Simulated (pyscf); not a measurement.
**Four-centre exchange: PH (SMILES [PH]) [triplet] + H₂O (SMILES O) → HO–P: (SMILES O[P]) [triplet] + H₂ (SMILES [H][H])**

Gas phase, triplet surface, charge 0. Bonds broken: P1–H2, O3–H4. Bonds formed: P1–O3, H2–H4. Optimised with ωB97X-D3(BJ)/def2-SVP in PySCF.

Transition state (Å):

```xyz
5

P      0.5819     1.6943    -0.4026
H     -0.7788     0.9801    -1.3120
O      0.3619    -0.1482    -0.0246
H     -0.4344     0.0130    -0.8748
H      1.1573    -0.6889    -0.1786
```

One imaginary mode, 1826i cm⁻¹; descent along it reached the two sides named.

```csv
bond,change,reactant side (Å),saddle,product side
P1–H2,breaks,1.432,1.786,4.2
O3–H4,breaks,0.965,1.176,2.502
P1–O3,forms,3.0,1.894,1.656
H2–H4,forms,3.3,1.116,0.761
```

Electronic energies relative to the separated reactants (kcal/mol):

```json
[
 {"level": "ωB97X-D3(BJ)/def2-TZVP", "barrier": "55.9", "reaction energy": "-2.3", "reverse barrier": "58.2"},
 {"level": "PBE/def2-TZVP", "barrier": "44.7", "reaction energy": "-2.6", "reverse barrier": "47.3"},
 {"level": "r²SCAN/def2-TZVP", "barrier": "50.4", "reaction energy": "-2.2", "reverse barrier": "52.6"},
 {"level": "B3LYP-D3(BJ)/def2-TZVP", "barrier": "52.7", "reaction energy": "-2.4", "reverse barrier": "55.2"},
 {"level": "PBE0-D3(BJ)/def2-TZVP", "barrier": "52.0", "reaction energy": "-0.2", "reverse barrier": "52.1"},
 {"level": "M06-2X/def2-TZVP", "barrier": "56.5", "reaction energy": "-2.2", "reverse barrier": "58.7"},
 {"level": "ωB97M-D3(BJ)/def2-TZVP", "barrier": "55.6", "reaction energy": "-1.0", "reverse barrier": "56.6"},
 {"level": "HF/def2-TZVP", "barrier": "82.9", "reaction energy": "+5.1", "reverse barrier": "77.8"}
]
```

With ωB97M-D3(BJ)/def2-TZVP energies and thermal terms (ideal gas, 1 atm, RRHO with modes under 100 cm⁻¹ raised to 100, one conformer, R ln 2 for chiral ones without a mode under 150 cm⁻¹), in kcal/mol:

```json
[
 {"T (K)": "298", "ΔH‡": "52.4", "ΔG‡": "60.8", "ΔH": "-3.6", "ΔG": "-2.8"},
 {"T (K)": "600", "ΔH‡": "52.3", "ΔG‡": "69.5", "ΔH": "-3.0", "ΔG": "-2.2"},
 {"T (K)": "900", "ΔH‡": "52.8", "ΔG‡": "78.0", "ΔH": "-2.5", "ΔG": "-1.8"},
 {"T (K)": "1200", "ΔH‡": "53.5", "ΔG‡": "86.3", "ΔH": "-2.1", "ΔG": "-1.7"}
]
```

The same reactants have a lower exit, to HO–PH• + H• (barrier +45.9 kcal/mol at ωB97M-D3(BJ)/def2-TZVP, against +55.6 kcal/mol here). HO–P: [triplet] lies 17.8 kcal/mol over its isomer O=PH (electronic energy, ωB97M-D3(BJ)/def2-TZVP). This is the saddle that the search found; another between the same sides may lie lower.
